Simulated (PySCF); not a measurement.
Input for PySCF: R-B3LYP/6-31G* on DMSO (SMILES CS(C)=O), a point of a torsion scan.

```python
from pyscf import gto, scf, dft, mp
from pyscf.data.elements import chemcore

mol = gto.M(
    atom='''
    C    -1.47298047   -0.04566831   -0.23385734
    S     0.15407838   -0.35967277    0.59198251
    C    -0.59276511   -1.11103428    2.11014845
    O     0.76136381   -1.46961986   -0.13981879
    H    -1.92684933   -0.99714386   -0.48742787
    H    -1.27770780    0.51415888   -1.14298089
    H    -2.10516391    0.53267962    0.42882913
    H    -1.23675453   -1.93623269    1.82777725
    H     0.22121174   -1.47717926    2.72712137
    H    -1.14643983   -0.34563960    2.64123802
    ''',
    basis='6-31g*',
    cart=True,
    charge=0, spin=0, verbose=3, max_memory=1800)
mf = dft.RKS(mol, xc='b3lyp')
mf.conv_tol = 1e-8
mf.max_cycle = 100
mf.kernel()
if not mf.converged:
    mf = mf.newton().run(mf.mo_coeff, mf.mo_occ)
```

The log:

```
converged SCF energy = -553.183147536751
```

The run converged.

Cost: about 7 core-seconds (a rough figure).
